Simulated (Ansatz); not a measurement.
**BeH3+ (singlet): r2SCANh, CAM-B3LYP, wB97M-V over a scan of the scale of all distances, cc-pVTZ**

How well do these functionals follow the top wave-function level for BeH3+ (singlet) over a scan of the scale of all distances?

Computed with Ansatz 0.2.0, Gaussian basis. Level: cc-pVTZ, all electrons in the functionals.

Plan: r2SCANh, CAM-B3LYP, wB97M-V, at 0.897; 1.000; 1.115; 1.322; 1.520; 1.761; 2.026; 2.416.

23 further runs of the same task are left out: 10 for a known fault of the program, 10 that didn't finish, 3 set aside as unsound or not needed. Runs told in other sessions of the task aren't counted.

**1. The system**

The geometry derives from a PBE0/def2-TZVP stationary point (not a proven minimum). All distances are scaled together.

4 atoms, charge 1, spin multiplicity 1.

Atoms are counted from 1 here; the program's logs count them from 0.

Bond lengths: Be1–H3 1.316 Å, H2–H4 0.781 Å.

No dispersion term is added; wB97M-V holds VV10 nonlocal correlation.

The geometry shown and the zero of energy belong to the point 1.000. The yardstick, FCI, and other wave-function levels (R restricted, U unrestricted, valence and pair active spaces) come from earlier runs.

**2. r2SCANh, 0.897**

The input, in.yaml:

```yaml
crystal:
  periodic: [false, false, false]
  atoms:
    - {symbol: Be, position_ang: [0.000000, 0.000000, 0.146980]}
    - {symbol: H, position_ang: [0.000000, 0.350157, -1.320623]}
    - {symbol: H, position_ang: [0.000000, 0.000000, 1.327071]}
    - {symbol: H, position_ang: [0.000000, -0.350157, -1.320623]}
basis:
  gaussian: {orbitals: cc-pVTZ}
total_charge: 1
hamiltonian: {xc: {name: r2SCANh}}
```

Run with:

```
$ ansatz run in.yaml --threads 1 --pin off --events-out ev --progress --plain --max-ram 2393MiB
```

The runs that follow: r2SCANh, 1.000; r2SCANh, 1.115; r2SCANh, 1.322; r2SCANh, 1.520; r2SCANh, 1.761; r2SCANh, 2.026; r2SCANh, 2.416; CAM-B3LYP, 0.897; CAM-B3LYP, 1.000; CAM-B3LYP, 1.115; CAM-B3LYP, 1.322; CAM-B3LYP, 1.520; CAM-B3LYP, 1.761; CAM-B3LYP, 2.026; CAM-B3LYP, 2.416; wB97M-V, 0.897; wB97M-V, 1.000; wB97M-V, 1.115; wB97M-V, 1.322; wB97M-V, 1.520; wB97M-V, 1.761; wB97M-V, 2.026; wB97M-V, 2.416.

Q: Predict the results of all the runs planned. Wanted: span of the FCI curve; largest miss, r2SCANh; largest miss, CAM-B3LYP; largest miss, wB97M-V.

The runs gave:

| quantity | value |
| --- | --- |
| span of the FCI curve | 761.2 kJ/mol |
| largest miss, r2SCANh | -13.0 kJ/mol (2.416) |
| largest miss, CAM-B3LYP | +30.0 kJ/mol (2.026) |
| largest miss, wB97M-V | +37.0 kJ/mol (2.026) |

Of the functionals, r2SCANh keep the smallest largest miss at the points compared (at most 13.0 kJ/mol) and wB97M-V strays most (37.0 kJ/mol, at 2.026). r2SCANh, CAM-B3LYP, wB97M-V clearly break the spin symmetry at some points (⟨S²⟩ up to 1.55 above the pure value), so energy there is bought with a mixed spin. Functionals and the yardstick converge differently with the basis, so part of each miss in cc-pVTZ is the basis.
